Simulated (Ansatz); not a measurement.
A nudged elastic band was laid between two geometries of C₃H₂O₂ (7 atoms, charge 0, multiplicity 1).

These are results of RKS r2SCAN-D4/def2-SVP (Ansatz 0.2.0), not measurements.

```
movable images  : 9
climbing image  : yes
spring          : 50.0 eV/Å²
optimiser       : quadratic models (default)
start path      : IDPP
force threshold : 0.03 eV/Å
iteration limit : 60
end points      : relaxed
```

Initial state:

```xyz
7
Properties=species:S:1:pos:R:3
C -0.663 0.289 1.783
C -0.285 0.039 0.656
C 0.112 -0.336 -0.687
O -0.296 -1.314 -1.267
O 0.992 0.537 -1.209
H -0.996 0.513 2.780
H 1.198 0.206 -2.102
```

Final state:

```xyz
7
Properties=species:S:1:pos:R:3
C -0.535 0.342 1.600
C -0.268 -0.059 0.483
C 0.025 -0.573 -0.850
O -0.463 -1.572 -1.303
O 0.902 0.174 -1.550
H -0.779 0.685 2.589
H 1.179 0.935 -1.015
```

Question: What changes between the two ends?

Answer: No bond is made or broken. The dihedral O4–C3–O5–H7 goes from 0 to -180°.

Question: Give the energies along the band, and the barrier.

Answer: The forces met the threshold. The highest image is number 5 of 0 to 10, 0.55 eV above the first end and 0.41 eV above the last; the last end lies 0.14 eV above the first. Another band between the same ends (9 images) ends at a top of the same energy, where a vibrational analysis finds 1 clearly imaginary mode.

```csv
image,path coordinate (Å),energy (eV),dihedral O4–C3–O5–H7 (°)
0,0.00,0.00,0
1,0.24,0.03,-7
2,0.47,0.12,-22
3,0.71,0.30,-43
4,0.95,0.48,-68
5,1.19,0.55,-92
6,1.39,0.50,-113
7,1.60,0.38,-133
8,1.80,0.25,-152
9,2.01,0.17,-170
10,2.21,0.14,-180
```

Question: What is the geometry of the highest image?

Answer: 
```xyz
7
Properties=species:S:1:pos:R:3:forces:R:3
C -0.339 0.231 1.780 0.00 0.00 0.00
C -0.264 -0.026 0.594 0.00 0.00 0.00
C -0.166 -0.369 -0.812 0.00 0.00 0.00
O -0.642 -1.365 -1.286 0.00 0.00 0.00
O 0.468 0.589 -1.557 0.00 0.00 0.00
H -0.414 0.456 2.829 0.00 0.00 0.00
H 1.419 0.415 -1.594 0.00 0.00 0.00
```

The band took 12 iterations and of the order of 3 core-minutes.

Time of the run: 96 s on 2 threads of Intel(R) Xeon(R) 6975P-C (Granite Rapids) (shared host), peak memory 0.17 GiB.
